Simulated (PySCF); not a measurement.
1-chloro-1-fluoroethane, C₂H₄ClF.
InChI=1S/C2H4ClF/c1-2(3)4/h2H,1H3/t2-/m1/s1

Computed, not measured: TDDFT PBE0/def2-SVPD, vertical, gas phase, core orbitals frozen in the response in PySCF. Geometry: GFN2-xTB; no solvent, vibrations or thermal averaging.

Each state is given a Gaussian of 0.25 eV full width at half maximum, with ε(max) = 2.175×10⁸ f / Δν̃ (Δν̃ the width in cm⁻¹). The width is an assumption, not a result. The curve ends short of the highest state used, and states not computed would add to its high-energy end.

(λ (nm), ε (L mol⁻¹ cm⁻¹)): (138.7, 1329), (139.9, 2454), (141.2, 3927), (142.4, 3770), (143.6, 2595), (144.9, 2320), (146.1, 3510), (147.3, 4560), (148.5, 4054), (149.8, 2289), (151.0, 911), (152.2, 255), (153.5, 56), (154.7, 50), (155.9, 104), (157.2, 176), (158.4, 205), (159.6, 178), (160.9, 117), (162.1, 80), (163.3, 78), (164.5, 95), (165.8, 103), (167.0, 87), (168.2, 58), (169.5, 29), (170.7, 12), (171.9, 4), (173.2, 1), (174.4, 0)

Question: Where are the band maxima, and which computed states make them?

Answer: 166 nm (7.49 eV), ε about 100, made up of S1 (99%); 158 nm (7.83 eV), ε about 210, made up of S2 (100%); 148 nm (8.40 eV), ε about 4600, made up of S3 (100%); 142 nm (8.75 eV), ε about 4100, made up of S4 (99%) (ε in L mol⁻¹ cm⁻¹; maxima over ε = 5, shares over 10%). The states used: S1 7.48 eV (f 0.0009); S2 7.83 eV (f 0.0019); S3 8.40 eV (f 0.042); S4 8.75 eV (f 0.038); S5 9.15 eV (f 0.034); S6 9.41 eV (f 0.023); S7 9.50 eV (f 0.0016); S8 9.54 eV (f 0.036).

Question: Coming from long wavelengths, where does ε first pass 100 L mol⁻¹ cm⁻¹?

Answer: At about 166 nm (7.46 eV), 0.02 eV below S1.

Question: What would ε be at 8.40 eV, the highest of these maxima, with half the width (0.125 eV)?

Answer: About 9160 L mol⁻¹ cm⁻¹ against 4600, a factor of about 1.99; a lone state at its own centre would give exactly 2.

Question: Does any computed singlet lie in the visible range?

Answer: No computed singlet lies in the visible range (380 to 750 nm); the lowest, at 166 nm, stands 4.22 eV above its violet end (3.26 eV).
